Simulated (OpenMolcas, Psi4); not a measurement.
**NH3 (SMILES N): methods side by side**

NH3: 4 atoms, total charge 0, spin state singlet. As SMILES, `N`. The coordinates come from a PBE0-D4/def2-TZVP relaxation.

Quantity: the dipole moment, in D. The values are calculated.

**The experiment to reproduce.** NIST CCCBDB gives the dipole moment of the gas as 1.47 D.

| level | kind | program | value (D) | computed − measured | CPU time |
| --- | --- | --- | --- | --- | --- |
| SVWN5/def2-TZVPPD | LDA | OpenMolcas | 1.51 | +0.04 | 14 s |
| BLYP/def2-TZVPPD | GGA | OpenMolcas | 1.46 | -0.01 | 18 s |
| PBE/def2-TZVPPD | GGA | OpenMolcas | 1.46 | -0.01 | 19 s |
| M06-L/def2-TZVPPD | meta-GGA | OpenMolcas | 1.47 | 0.00 | 27 s |
| B3LYP/def2-TZVPPD | global hybrid | OpenMolcas | 1.50 | +0.03 | 21 s |
| BHLYP/def2-TZVPPD | global hybrid | OpenMolcas | 1.55 | +0.08 | 19 s |
| HSE06/def2-TZVPPD | range-separated hybrid | Psi4 | 1.51 | +0.04 | 32 s |
| wB97X-V/def2-TZVPPD | range-separated hybrid | Psi4 | 1.54 | +0.07 | 80 s |

Nearest: M06-L/def2-TZVPPD (0.00 D); farthest: BHLYP/def2-TZVPPD (+0.08 D). The measured dipole is a vibrational average, so differences of a few hundredths of a debye mean little. Computed less measured by kind, in D (def2-TZVPPD rows): LDA +0.04; GGA -0.01 to -0.01; meta-GGA +0.00; global hybrid +0.03 to +0.08; range-separated hybrid +0.04 to +0.07. Times are those of the runs behind each value, whatever else they computed, on shared processors of several kinds: orders of magnitude only.
